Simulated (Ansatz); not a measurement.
# SnH$_{4}$, singlet in def2-SVP: errors against RCCSDTQ

Geometry: a PBE0/def2-TZVP stationary point for this spin, not checked as a minimum.

```yaml
atoms:
  - { symbol: Sn, position_ang: [0.0000, 0.0000, 0.0000] }
  - { symbol: H, position_ang: [0.9788, 0.9872, 0.9851] }
  - { symbol: H, position_ang: [-0.9890, -0.9799, 0.9822] }
  - { symbol: H, position_ang: [-0.9784, 0.9802, -0.9924] }
  - { symbol: H, position_ang: [0.9886, -0.9875, -0.9749] }
```

Basis def2-SVP with its core potentials; Ansatz 0.2.0. Correlated methods freeze the noble-gas cores and the filled d shells of p-block atoms, which leaves 8 electrons in 37 orbitals. R marks a restricted (for open shells ROHF) determinant. Active spaces: valence = (8e, 8o) chosen from the atoms' valence shells. No spin–orbit coupling is included; scalar relativity enters through the core potentials alone.

Full CI isn't at hand for all of this; RCCSDTQ serves as the reference, and is uncertain by about the last step of the cluster series.

```
UHF ⟨S²⟩                          : 0.000
T1 diagnostic (RCCSD)             : 0.0101
largest doubles amplitude (RCCSD) : 0.035
```

| level | E − E(RCCSDTQ) (meV) | share of correlation (%) | wall time |
| --- | --- | --- | --- |
| RHF | 3630 | 0.00 | – |
| RMP2 | 862 | 76.25 | – |
| RCCSD | 74 | 97.96 | – |
| RCCSD(T) | 17 | 99.52 | 1.5 s |
| BCCD(T) | 17 | 99.54 | 1.1 s |
| RCCSDT | 2 | 99.95 | – |
| RCCSDT(Q) | 0 | 99.99 | 2.8 s |
| CASSCF (valence space) | 1962 | 45.94 | – |
| NEVPT2 (valence space) | 600 | 83.46 | 3.1 s |
| MRCISD (valence space) | 57 | 98.42 | – |
| MRCISD+Q (valence space) | -13 | 100.35 | 4.5 s |

The correlation energy at RCCSDTQ, counted from RHF, is -3.630 eV. That run took 8 s on 2 threads of AMD EPYC 7R13 with a shared H100 80 GB, shared host.

Times hold each run's SCF and search for its determinant on a shared host, so for small cases they say little of a method's own cost; they ran on 1 thread of AMD EPYC 7R13.

Natural occupations of CASSCF (valence space) about the gap: 1.985 1.969 1.969 1.969 0.041 0.022 0.022 0.022; effectively unpaired electrons, Σ n²(2−n)², 0.02.

Atomization energy (electronic, same basis, no zero-point term; atoms at the same level, unrestricted beside the R rows where the molecule is a closed shell, but restricted open-shell past Ca, as are all atoms' steps beyond CCSDT(Q)) at RCCSDTQ: 1010.6 kJ/mol. Errors of other levels:

```csv
level,error (kJ/mol)
RHF,-214.3
RMP2,-44.4
RCCSD,-4.8
RCCSD(T),-1.0
BCCD(T),-1.0
RCCSDT,-0.1
RCCSDT(Q),-0.1
CASSCF (valence space),-81.1
NEVPT2 (valence space),-31.5
MRCISD (valence space),-3.8
MRCISD+Q (valence space),-1.4
```

This basis is far from its limit, so the value isn't to be set against a measured one. Truncated CI isn't size-consistent, which counts against it in atomization.
